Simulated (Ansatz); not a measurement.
Working through vertical and adiabatic energies of changing the electron count of H₅NSSi, SMILES N[SiH2]S

Program: Ansatz 0.2.0, Python API.

The cells in order, each with its output:

```python
from dataclasses import dataclass
import itertools

import ansatz as az
from ase.data import atomic_numbers, covalent_radii
import numpy as np
```

```python
@dataclass(frozen=True)
class Settings:
    basis_set: str = 'cc-pVDZ'
    xc: str = 'b3lyp'
    vdw: str = 'd3bj'
    net_charge: int = 1


cfg = Settings()
```

```python
geometry_ang = [
    ('N', [-0.6334, 0.568, -1.1402]),
    ('Si', [0.5101, 0.1707, -0.0377]),
    ('S', [-0.5314, -1.1022, 1.3131]),
    ('H', [-0.9938, -0.2276, -1.5564]),
    ('H', [-1.448, 1.0322, -0.6576]),
    ('H', [0.9899, 1.402, 0.6547]),
    ('H', [1.602, -0.568, -0.738]),
    ('H', [0.5966, -1.3322, 2.1062]),
]
molecule = az.Crystal.molecule()
for symbol, xyz in geometry_ang:
    molecule = molecule.atom(symbol, xyz)
```

```python
setup = molecule.calculation().basis(gaussian=cfg.basis_set).functional(cfg.xc, dispersion=cfg.vdw)
symbols = [site.symbol for site in molecule.cartesian_sites]
start = np.array([site.position_ang for site in molecule.cartesian_sites], dtype=float)
r = setup.relax(force_tolerance=0.01).run(threads=1, backend='cpu').report
end = np.array(r['positions_ang'])
```

```python
minimum = az.Crystal.molecule()
for symbol, place in zip(symbols, end):
    minimum = minimum.atom(symbol, place.tolist())
ion = (
    minimum.calculation()
    .basis(gaussian=cfg.basis_set)
    .functional(cfg.xc, dispersion=cfg.vdw)
    .charge(cfg.net_charge)
    .spin('collinear', total=1)
)
vertical = ion.run(threads=1, backend='cpu').report
settled = ion.relax(force_tolerance=0.01, max_steps=80).run(threads=1, backend='cpu').report
print(f'vertical ionisation energy   {vertical["free_energy_ev"] - r["free_energy_ev"]:.3f} eV')
print(f'adiabatic, no zero point     {settled["free_energy_ev"] - r["free_energy_ev"]:.3f} eV')
print(f'relaxation energy of the ion {vertical["free_energy_ev"] - settled["free_energy_ev"]:.3f} eV')
ionised = np.array(settled['positions_ang'])
radius = [covalent_radii[atomic_numbers[s]] for s in symbols]
span = lambda where, i, j: np.linalg.norm(where[i] - where[j])
bonded = [(i, j) for i, j in itertools.combinations(range(len(symbols)), 2) if min(span(end, i, j), span(ionised, i, j)) < 1.2 * (radius[i] + radius[j])]
print('pair        before    after (A)')
for i, j in bonded:
    print(f'{symbols[i]}{i}-{symbols[j]}{j}'.ljust(10), f'{span(end, i, j):8.4f} {span(ionised, i, j):8.4f}')
```

    vertical ionisation energy   9.335 eV
    adiabatic, no zero point     8.681 eV
    relaxation energy of the ion 0.653 eV
    pair        before    after (A)
    N0-Si1       1.7424   1.7796
    N0-H3        1.0189   1.0246
    N0-H4        1.0189   1.0242
    Si1-S2       2.1921   2.2108
    Si1-H5       1.4929   1.4768
    Si1-H6       1.4929   1.4761
    S2-H7        1.3601   1.3648

Caveats:
- The energies are electronic: no zero-point or thermal terms, and the basis set is short of its limit. The product may relax into another structure. Each relaxation finds its nearest minimum, which needn't be the lowest.
- b3lyp holds the VWN-RPA fit, as in Gaussian; the form of ORCA and Turbomole is b3lyp5.
- The whole script took 110 s on 1 thread of Arm Neoverse V1 (shared host), peak memory 0.28 GiB.
